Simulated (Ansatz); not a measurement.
`OCOC(F)F` and `FCOC(F)F` differ in one atom or group.

Ansatz, PBE0-D4/def2-TZVP geometries, multiplicity 1. Each molecule was computed in one conformer, which needn't be the lowest.

```tsv
property	`OCOC(F)F`
HOMO energy (PBE/def2-TZVPP) / eV	-7.42
HOMO energy (B3LYP/def2-TZVPP) / eV	-8.94
LUMO energy (PBE/def2-TZVPP) / eV	-0.12
HOMO energy (PBE0/def2-TZVPP) / eV	-9.20
LUMO energy (ωB97M-V/def2-TZVPP) / eV	2.22
HOMO–LUMO gap (B3LYP/def2-TZVPP) / eV	9.31
```

What does the change do to each property? (Best estimate.)

Computed: 
| property | `FCOC(F)F` | shift |
| --- | --- | --- |
| HOMO energy (PBE/def2-TZVPP) / eV | -8.12 | -0.70 |
| HOMO energy (B3LYP/def2-TZVPP) / eV | -9.65 | -0.71 |
| LUMO energy (PBE/def2-TZVPP) / eV | 0.53 | 0.65 |
| HOMO energy (PBE0/def2-TZVPP) / eV | -9.90 | -0.70 |
| LUMO energy (ωB97M-V/def2-TZVPP) / eV | 3.04 | 0.82 |
| HOMO–LUMO gap (B3LYP/def2-TZVPP) / eV | 10.74 | 1.43 |

With PBE0 the HOMO falls by 0.70 eV and the LUMO rises by 0.70 eV, so the gap widens by about 1.40 eV. PBE moves the HOMO by -0.70 eV and ωB97M-V by -0.67 eV. The zero-point energy changes by -32.5 kJ/mol with -3 modes.

Positive LUMOs are unbound, so they and the gaps depend on the basis.

B3LYP here is the variant with VWN-RPA as its local correlation; programs differ in this.
